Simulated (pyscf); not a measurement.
Structures and frequencies: ωB97X-D3(BJ)/def2-SVP in PySCF.

Question: `[CH3][SiH]` [singlet] + `[H]` [doublet] -> `[CH2]=[SiH]` [doublet] + `[H][H]`
Surface: doublet. Broken: C–H. Formed: H–H. Give ΔE‡ and ΔE from ωB97M-D3(BJ)/def2-TZVP, relative to the separated reactants.

Answer: ΔE‡ = 32.1 kJ/mol, ΔE = -49.6 kJ/mol. Zero-point energy shifts the barrier by -5.1 kJ/mol. It is a hydrogen abstraction, with an imaginary mode of 1529i cm⁻¹. One saddle was located; it need not be the lowest between these sides. The angle at the transferred H is 166°.
